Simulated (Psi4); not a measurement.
# Si2H3F (SMILES F[Si][SiH3]): a chain of runs, part 2 of 2

Psi4 1.11. The steps go on from the part before.

### 3 The harmonic vibrations at UPBE/6-31G(d) (density fitting, Cartesian functions) (run 2)

job.dat reads:

```
memory 1.6 GB

molecule geom {
  0 3
  F      0.80003445    -4.49501216     2.43295436
  Si     2.11684664    -2.23242229     0.76135554
  Si    -0.36906162     1.19041785    -0.60414733
  H     -2.47625554     0.42461957    -2.34939445
  H      1.51976310     2.76030594    -2.01783066
  H     -1.46713045     2.70680213     1.53301008
  units bohr
}

set basis 6-31G*
set reference uks
set t 600.0
set rotational_symmetry_number 1

frequencies("pbe")
print_variables()
```

Run with:

```
$ psi4 job.dat job.out -n 1
```

job.out (excerpt; [...] marks lines left out):

```text
[...]
  Running in c1 symmetry.
[...]
  Nuclear repulsion =  129.744641946130656
[...]
  Multiplicity = 3
[...]
  Nalpha       = 21
  Nbeta        = 19
[...]
    Number of basis functions: 59
[...]
   @DF-UKS iter   1:  -680.06064534958330   -3.81561e-01   6.66765e-03 ADIIS/DIIS
[...]
   @DF-UKS iter  13:  -680.14367185501737   -1.25056e-12   4.13461e-09 DIIS
[...]
   @S^2 Observed:                2.002099384E+00
[...]
  @DF-UKS Final Energy:  -680.14367185501737
   => Energetics <=
    Nuclear Repulsion Energy =            129.7537252992586616
    One-Electron Energy =               -1201.6976420029475321
    Two-Electron Energy =                 444.7394044843860570
    DFT Exchange-Correlation Energy =     -52.9391596357145460
    Empirical Dispersion Energy =           0.0000000000000000
    VV10 Nonlocal Energy =                  0.0000000000000000
    Total Energy =                       -680.1436718550173737
[...]
  -Total Gradient:
     Atom            X                  Y                   Z
    ------   -----------------  -----------------  -----------------
       1        0.000086576187    -0.000022887705    -0.000004652681
       2        0.000172426044     0.000123673156    -0.000139678282
       3       -0.000075830014     0.000441923421     0.000131500664
       4        0.000022390048    -0.000015778085     0.000018054395
       5       -0.000219180766    -0.000071917492     0.000174854817
       6        0.000224977118    -0.000208499482    -0.000381778865
[...]
  ==> Harmonic Vibrational Analysis <==
[...]
  Freq [cm^-1]                 112.1410            147.5472            375.5041
[...]
  IR activ [km/mol]             0.2970              2.4892              7.6651
[...]
  Freq [cm^-1]                 497.1596            511.4193            828.3641
[...]
  IR activ [km/mol]             0.9760              9.7679             294.7820
[...]
  Freq [cm^-1]                 847.7212            864.2409            911.3947
[...]
  IR activ [km/mol]            18.7341             40.8511             86.0694
[...]
  Freq [cm^-1]                2152.7846           2163.8858           2200.8735
[...]
  IR activ [km/mol]            80.4382             99.9675             81.9350
[...]
  Total E_0, Enthalpy at 0 [K]                                                         -680.11721634 [Eh]
[...]
  Total H, Enthalpy at  600.00 [K]                                                     -680.10081163 [Eh]
[...]
```

On the terminal:

```text
Warning: used thermodynamics relations inappropriate for low-frequency modes: ['112.1410' '147.5472' '375.5041' '497.1596' '511.4193']
```

Run time: 4.9 min. Hardware: 1 thread of Intel Xeon Platinum 8259CL at 2.50GHz (Skylake/Cascade Lake), shared host; peak memory 0.41 GiB.

### 4 A single-point energy at USCS-MP2/aug-cc-pVDZ (density fitting) (run 3)

input.in reads:

```
memory 1.6 GB

molecule {
  0 3
  F      0.80003445    -4.49501216     2.43295436
  Si     2.11684664    -2.23242229     0.76135554
  Si    -0.36906162     1.19041785    -0.60414733
  H     -2.47625554     0.42461957    -2.34939445
  H      1.51976310     2.76030594    -2.01783066
  H     -1.46713045     2.70680213     1.53301008
  units bohr
  symmetry c1
}

set globals {
  basis aug-cc-pVDZ
  reference uhf
  freeze_core true
}

e_tot, wfn = energy("scs-mp2", return_wfn=True)
print_variables()
```

Run with:

```
$ psi4 -n 1 input.in input.out
```

input.out (excerpt; [...] marks lines left out):

```text
[...]
  Running in c1 symmetry.
[...]
  Nuclear repulsion =  129.744641946130628
[...]
  Multiplicity = 3
[...]
  Nalpha       = 21
  Nbeta        = 19
[...]
    Number of basis functions: 104
[...]
   @UHF iter   1:  -678.96216530562310   -8.61836e-01   3.19791e-03 DIIS/ADIIS
[...]
   @UHF iter  14:  -679.04118784471143   -6.82121e-12   5.88646e-09 DIIS
[...]
   @S^2 Observed:                2.010658146E+00
[...]
  @UHF Final Energy:  -679.04118784471143
   => Energetics <=
    Nuclear Repulsion Energy =            129.7446419461306277
    One-Electron Energy =               -1201.2073847461379046
    Two-Electron Energy =                 392.4215549552958464
    Total Energy =                       -679.0411878447113168
  UHF NO Occupations:
  HONO-2 :   19  A 1.9955624
  HONO-1 :   20  A 1.0000000
[...]
 Multipole Moments:
 ------------------------------------------------------------------------------------
     Multipole            Electronic (a.u.)      Nuclear  (a.u.)        Total (a.u.)
 ------------------------------------------------------------------------------------
 L = 1.  Multiply by 2.5417464519 to convert [e a0] to [Debye]
 Dipole X            :          2.4599180           -2.3818258            0.0780923
 Dipole Y            :         -5.9944947            6.5645089            0.5700142
 Dipole Z            :          2.8835096           -3.2387228           -0.3552132
 Magnitude           :                                                    0.6761590
[...]
	SCS-MP2 Total Energy (a.u.)        :  -679.41595744555116
	SOS-MP2 Total Energy (a.u.)        :  -679.41487034846773
	SCSN-MP2 Total Energy (a.u.)       :  -679.19870030345260
[...]
	SOS-PI-MP2 Total Energy (a.u.)     :  -679.44361515644891
[...]
	MP2 Total Energy (a.u.)            :  -679.41813163971779
[...]
```

It took 34 s on 1 thread of Intel Xeon Platinum 8259CL at 2.50GHz (Skylake/Cascade Lake), shared host; peak memory 0.66 GiB.

### 5 Outcome

This closing draws on all 2 parts.

| quantity | value |
| --- | --- |
| run 1, UPBE/6-31G*: total energy at the end | -680.14367 Eh |
| run 1, UPBE/6-31G*: dipole moment | 1.34 D |
| run 1, UPBE/6-31G*: HOMO energy (highest over α and β) | -4.14 eV |
| run 1, UPBE/6-31G*: ⟨S²⟩ | 2.002 |
| run 2, UPBE/6-31G*: lowest harmonic wavenumber | 112 cm⁻¹ |
| run 2, UPBE/6-31G*: highest harmonic wavenumber | 2201 cm⁻¹ |
| run 2, UPBE/6-31G*: zero-point energy | 69.5 kJ/mol |
| run 2, UPBE/6-31G*: ideal-gas entropy at 600 K (symmetry number 1 as used) | 89.6 cal/(mol K) |
| run 3, USCS-MP2/aug-cc-pVDZ: total energy | -679.41596 Eh |
| run 3, USCS-MP2/aug-cc-pVDZ: HOMO energy (Hartree–Fock orbitals) (highest over α and β) | -8.19 eV |
| run 3, USCS-MP2/aug-cc-pVDZ: LUMO energy (Hartree–Fock orbitals) (lowest over α and β) | -0.02 eV |
| run 3, USCS-MP2/aug-cc-pVDZ: correlation energy (11 core orbitals frozen) | -374.8 mEh |
| run 3, USCS-MP2/aug-cc-pVDZ: ⟨S²⟩ of the reference determinant | 2.011 |

In words: The optimisation (run 1, UPBE/6-31G*) took 7 steps and changed the energy by -0.124 eV. All 12 modes (run 2, UPBE/6-31G*) are real, so the shape is a minimum at this level.
